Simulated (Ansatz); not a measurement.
# BFHN (SMILES N=BF): one structure at several levels

The task here is to estimate one member of a computed series from the others.

Method: single points in def2-TZVPP; program: Ansatz 0.2.0, Gaussian basis.

Correlated methods freeze the cores.

### Starting geometry

SMILES `N=BF`, 4 atoms, charge 0, spin multiplicity 1.

Atoms are counted from 1 here; the program's logs count them from 0.

Bond lengths: N1–B2 1.346 Å, N1–H4 1.145 Å, B2–F3 1.300 Å. Angles: B2–N1–H4 160.9°, N1–B2–F3 162.8°.

Geometry (Å):

```
atom    x (Å)    y (Å)    z (Å)
  N1   0.6355  -0.2442  -0.2307
  B2  -0.5692   0.2270   0.1418
  F3  -1.8302   0.3082   0.4493
  H4   1.7664  -0.4175  -0.2621
```

The first run:

The input, run/in.yaml:

```yaml
crystal:
  periodic: [false, false, false]
  atoms:
    - {symbol: N, position_ang: [0.635500, -0.244200, -0.230700]}
    - {symbol: B, position_ang: [-0.569200, 0.227000, 0.141800]}
    - {symbol: F, position_ang: [-1.830200, 0.308200, 0.449300]}
    - {symbol: H, position_ang: [1.766400, -0.417500, -0.262100]}
basis:
  gaussian: {orbitals: def2-TZVPP}
correlation: {method: ccsd_t}
output: {forces: true}
```

No record of the launch command was kept for these runs.

Steps of the session up to this table: CCSD(T)/def2-TZVPP; PBE0-D4/def2-TZVPP; wB97M-V/def2-TZVPP; r2SCAN-D4/def2-TZVPP; PBE-D4/def2-TZVPP; LC-wPBE/def2-TZVPP; BLYP-D4/def2-TZVPP.

One of the session's tables, all rows but one given; the rest of the session is left out.

| method | RMS force component (eV/Å) | angle to CCSD(T) forces (°) | dipole (D) |
| --- | --- | --- | --- |
| CCSD(T) | 2.272 | reference | 0.82 |
| PBE0-D4 | 2.394 | 5.3 | 0.78 |
| wB97M-V | 2.441 | 4.7 | 0.78 |
| r2SCAN-D4 | 2.309 | 3.6 | 0.73 |
| PBE-D4 | 2.199 | 2.5 | 0.72 |
| LC-wPBE | 2.552 | 6.8 | 0.80 |
| BLYP-D4 | ? | ? | ? |

Estimate the missing values for BLYP-D4.

**Answer.** RMS force component (eV/Å): 2.214; angle to CCSD(T) forces (°): 3.9; dipole (D): 0.73. In the column «RMS force component (eV/Å)» it lies between PBE-D4 (2.199) and CCSD(T) (2.272).
